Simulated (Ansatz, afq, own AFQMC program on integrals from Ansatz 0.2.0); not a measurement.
AFQMC on a folder of integrals that Ansatz 0.2.0 wrote.

```yaml
crystal:
  periodic: [false, false, false]
  atoms:
    - {symbol: Sb, position_ang: [0.000000, 0.000000, 0.000000]}
    - {symbol: H, position_ang: [0.000000, 0.000000, 1.713000]}
basis:
  gaussian: {orbitals: def2-SVP}
total_charge: 1
magnetization: {spin_polarized: true, initial_magnetization: 1}
correlation: {method: ccsd_t, electrons: outside_noble_gas, hamiltonian_folder: ham}
```

```sh
$ ansatz run in.yaml --threads 1 --pin off --events-out ev --progress --plain --max-ram 24576MiB --backend cuda --devices 0, --max-vram 18GiB
```

Options of the walk:

```
--method phaseless --trial cisd --walkers 4000 --populations 20 --least-time 60 --time-step 0.005 --steps-per-block 50 --equilibration-blocks 28 --max-blocks 4000 --target-error 0.00014 --factor-cut 1e-05 --start spin_pure --seed 7710 --release-times 0.24,0.51,0.99,1.62,2.4 --release-step 0.03 --release-every 3 --taylor-order 6
```

Times are imaginary, in 1/Eh. The walk had a cap of 122 s. With eight or more populations the least sampling time is a fifth of least-time, and the error comes from their spread. Filled inner d shells are frozen with the cores. Core potentials past Kr, no spin–orbit coupling.

Log:

```
orbitals 22  electrons 3 2  factors 159 of 385
reference energy -239.51940884 Eh
CCSD correlation -0.07597175 Eh in 11 cycles, weight of the determinant in the CISD state 0.9360
energy of the start -239.595331 Eh
 block  time / (1/Eh)  mean weight  energy / Eh
     1     0.250  1.0000  -239.595126
     2     0.500  0.9999  -239.595284
     3     0.750  0.9999  -239.595477
     4     1.000  1.0001  -239.595732
     5     1.250  1.0000  -239.595908
     8     2.000  1.0000  -239.596317
    11     2.750  0.9999  -239.596553
    14     3.500  1.0001  -239.596791
    17     4.250  1.0001  -239.596946
    20     5.000  1.0000  -239.596790
    22     5.500  1.0001  -239.596716
    23     5.750  1.0000  -239.596973
    26     6.500  1.0001  -239.596888
    29     7.250  0.9999  -239.596955
    32     8.000  1.0001  -239.597338
    35     8.750  0.9999  -239.596912
    38     9.500  1.0000  -239.596786
    41    10.250  1.0000  -239.596848
    44    11.000  1.0001  -239.597020
    47    11.750  1.0000  -239.596907
    50    12.500  0.9998  -239.596819
    53    13.250  1.0001  -239.597011
    56    14.000  0.9999  -239.597042
    59    14.750  1.0001  -239.596908
    62    15.500  1.0001  -239.596954
    65    16.250  1.0000  -239.596970
    68    17.000  0.9998  -239.596920
    71    17.750  0.9999  -239.597240
    74    18.500  1.0000  -239.597026
    77    19.250  1.0002  -239.596989
    78    19.500  1.0000  -239.596975
error from the spread of 20 populations
released: time / (1/Eh)  energy / Eh  error  mean overlap
  0.24  -239.596975  0.000035  0.9989
  0.51  -239.596983  0.000030  0.9982
  0.99  -239.597038  0.000049  0.9966
  1.62  -239.597099  0.000082  0.9957
  2.40  -239.597038  0.000021  0.9936
energy -239.596958 +/- 0.000045 Eh
(rows thinned)
```

The run passed its tests (sampling time, drift between the halves within three errors, error under three times the target), which doesn't prove that it has relaxed.

Against this walk (error 1.2 meV) on the same determinant: CCSD(T) 9.4 meV higher, CCSDT(Q) 1.8 meV lower (within the noise), CCSDTQ 2.0 meV lower (within the noise), full CI 2.1 meV lower (within the noise). The error is statistical and leaves out the bias of the constraint. Released to 2.40 1/Eh the energy moves by -2.2 ± 1.4 meV (both errors), within twice the noise.

Cautions: constraint bias not in the error; no spin-orbit coupling; inner d shell frozen.

The walk took 22 s on 1 × NVIDIA H100 80GB HBM3 with 2 threads of AMD EPYC 7R13 Processor (Zen 3) (shared host) (the card was shared). The log's last line is the phaseless energy.

CCSDT and higher add their correlation energy to the determinant of the CCSD(T) run, since their own runs factorise the integrals more tightly (a shift of under 2 meV). A walk keeps the symmetry of its determinant, which the program's search chose and which needn't be the lowest solution, so a lower state of the same spin and another symmetry isn't excluded.
